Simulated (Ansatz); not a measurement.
# PBE/STO-3G run of HNO2 (SMILES O=NO)

Aim: the vertical ionisation energy of HNO2 at PBE/STO-3G, from 2 runs. 

The results are computed with Ansatz 0.2.0.

61 further runs of the same task are left out: 1 that didn't finish, 60 set aside as unsound or not needed.

## Step 1: The structure to begin with

The species is HNO2 (4 atoms), meant as a singlet with charge 0. SMILES: `O=NO`. Geometry: relaxed at PBE0-D4/def2-TZVP.

Bond lengths: O1–N2 1.162 Å, N2–O3 1.397 Å, O3–H4 0.967 Å. Angles: O1–N2–O3 111.2°, N2–O3–H4 102.9°.

## Step 2: The energy at PBE/STO-3G

File molecule.yaml:

```yaml
crystal:
  periodic: [false, false, false]
  atoms:
    - {symbol: O, position_ang: [0.413650, 0.047230, 1.437260]}
    - {symbol: "N", position_ang: [0.320150, -0.419400, 0.377370]}
    - {symbol: O, position_ang: [-0.362650, 0.434660, -0.492650]}
    - {symbol: H, position_ang: [-0.371140, -0.062490, -1.321980]}
basis:
  gaussian:
    orbitals: STO-3G
hamiltonian:
  xc: {name: PBE}
accuracy: high
```

Command:

```console
ansatz run molecule.yaml --threads 1 --pin off --max-ram 3480MiB --events-out events.jsonl --progress --plain --runs-dir runs
```

Standard output:

```text
Warning: RAYON_NUM_THREADS=1 ignored (pool sized by the plan → 1); use --threads N
Functional definition: PBE
  name "PBE"
  parameter kappa = 0.804
  parameter beta = 0.06672455060314922
  exchange = pbe_x(kappa = kappa, mu = beta*pi^2/3)
  correlation = pbe_c(beta = beta)
275 factors; integrals over basis functions are off by at most 2.3e-8 eV
mean field evaluation 1: about -5514.4440 eV, gradient 1.7e1 eV
mean field evaluation 2: about -5511.5820 eV, gradient 4.0e1 eV
mean field evaluation 4: about -5515.2164 eV, gradient 4.2e0 eV
mean field evaluation 8: about -5515.2295 eV, gradient 1.0e-1 eV
mean field evaluation 16: about -5515.2295 eV, gradient 9.3e-7 eV
mean field -5515.22949173 eV, -202.6809454643 hartree, gradient 8.6e-8 eV, S^2 0.000000; 0 other end points of the search recorded, 0 dependent functions left out
reference -5515.22949293 eV, -202.6809455084 hartree; 12, 12 occupied and 4, 4 virtual orbitals, 275 factors
Total energy: -5515.22949293 eV, -202.6809455084 hartree
```

It took 0.4 s on 1 thread of Intel Xeon 6975P-C (Granite Rapids), shared host.

## Step 3: The doublet cation

File in.yaml:

```yaml
crystal:
  periodic: [false, false, false]
  atoms:
    - symbol: O
      position_ang: [0.413650, 0.047230, 1.437260]
    - symbol: N
      position_ang: [0.320150, -0.419400, 0.377370]
    - symbol: O
      position_ang: [-0.362650, 0.434660, -0.492650]
    - symbol: H
      position_ang: [-0.371140, -0.062490, -1.321980]
basis:
  gaussian:
    orbitals: STO-3G
total_charge: 1
magnetization:
  spin_polarized: true
  initial_magnetization: 1
hamiltonian:
  xc: pbe
accuracy: high
```

Command:

```console
ansatz run in.yaml --threads 1 --pin off --max-ram 3480MiB --events-out events.jsonl --progress --plain --runs-dir runs
```

Standard output:

```text
Warning: RAYON_NUM_THREADS=1 ignored (pool sized by the plan → 1); use --threads N
[... 6 set-up lines as earlier in the session ...]
275 factors; integrals over basis functions are off by at most 2.3e-8 eV
mean field evaluation 1: about -5505.7207 eV, gradient 1.5e1 eV
mean field evaluation 2: about -5475.8678 eV, gradient 7.5e1 eV
mean field evaluation 4: about -5507.0158 eV, gradient 4.2e0 eV
mean field evaluation 8: about -5507.0596 eV, gradient 5.8e-2 eV
mean field evaluation 16: about -5507.0597 eV, gradient 2.6e-6 eV
mean field -5507.05966408 eV, -202.3807098358 hartree, gradient 2.4e-8 eV, S^2 0.752447; 0 other end points of the search recorded, 0 dependent functions left out
reference -5507.05966527 eV, -202.3807098794 hartree; 12, 11 occupied and 4, 5 virtual orbitals, 275 factors
Total energy: -5507.05966527 eV, -202.3807098794 hartree
```

Run time: 0.7 s. Hardware: 1 thread of Intel Xeon 6975P-C (Granite Rapids), shared host; peak memory 0.12 GiB.

## Step 4: What came out

Level: PBE/STO-3G.

```
                                          quantity          value
                        singlet HNO2: total energy  -202.68095 Eh
                      doublet cation: total energy  -202.38071 Eh
                              doublet cation: ⟨S²⟩          0.752
vertical ionisation energy (to the doublet cation)       8.170 eV
```

In words: Removing an electron at fixed nuclei costs 8.17 eV (188 kcal/mol). In a minimal basis such a difference can be off by several eV, whatever the method.
